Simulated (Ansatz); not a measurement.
Geometry optimisation, UKS PBE0/def2-SVP (Ansatz 0.2.0).

input.yaml

```yaml
crystal:
  periodic: [false, false, false]
  atoms:
    - { symbol: Cl, position_ang: [1.153835, 0.425047, 2.124599] }
    - { symbol: Si, position_ang: [-0.783918, -1.189142, -0.207102] }
    - { symbol: C, position_ang: [-0.473229, 0.404242, -1.162624] }
    - { symbol: H, position_ang: [2.228575, 1.157183, 2.26392] }
    - { symbol: H, position_ang: [0.435355, -2.053121, -0.11858] }
    - { symbol: H, position_ang: [-1.336459, -0.941883, 1.162446] }
    - { symbol: H, position_ang: [-1.384441, 1.019297, -1.200061] }
    - { symbol: H, position_ang: [0.319565, 0.987182, -0.667199] }
    - { symbol: H, position_ang: [-0.159484, 0.191193, -2.195399] }
magnetization:
  spin_polarized: true
  initial_magnetization: 1
basis:
  gaussian: { orbitals: def2-SVP }
hamiltonian:
  xc: pbe0
relax:
  f_tol: 0.03
  max_steps: 50
```

Launched with:

```bash
$ ansatz run input.yaml --threads 2 --pin off --max-ram 3072MiB --backend cpu --events-out ev --progress --plain --runs-dir out
```

**Question.** Where does it end, and by what steps?

**Answer.** The forces met the threshold. The force dipped under the threshold on the way, but the program's further checks kept it going. After 36 steps the energy has fallen by 0.092 eV; H4 moved furthest, 1.59 Å.

| step | energy less start (eV) | largest force component (eV/Å) | accepted |
| --- | --- | --- | --- |
| 0 | 0.0000 | 0.586 | yes |
| 2 | -0.0081 | 0.575 | no |
| 4 | -0.0334 | 0.086 | yes |
| 6 | -0.0357 | 0.049 | yes |
| 8 | -0.0361 | 0.492 | no |
| 10 | -0.0412 | 0.118 | yes |
| 12 | -0.0461 | 0.069 | yes |
| 14 | -0.0493 | 0.035 | yes |
| 16 | -0.0506 | 0.454 | yes |
| 18 | -0.0609 | 0.050 | yes |
| 20 | -0.0574 | 0.207 | no |
| 22 | -0.0640 | 0.167 | yes |
| 24 | -0.0636 | 0.570 | no |
| 26 | -0.0717 | 0.100 | yes |
| 28 | -0.0689 | 0.847 | no |
| 30 | -0.0834 | 0.160 | yes |
| 32 | -0.0647 | 1.085 | no |
| 34 | -0.0895 | 0.276 | no |
| 36 | -0.0915 | 0.016 | yes |

```xyz
9
Properties=species:S:1:pos:R:3
Cl 1.583 1.072 2.183
Si -0.537 -1.172 -0.180
C -0.483 0.474 -1.088
H 1.489 -0.080 1.605
H 0.830 -1.577 0.302
H -1.474 -1.158 0.987
H -1.493 0.785 -1.395
H -0.063 1.248 -0.425
H 0.147 0.408 -1.988
```

Whether the end is a true minimum wasn't checked by a vibrational analysis.

Run time: 59 s on 2 threads of Intel(R) Xeon(R) Platinum 8488C (Sapphire Rapids) (shared host), peak memory 0.22 GiB.
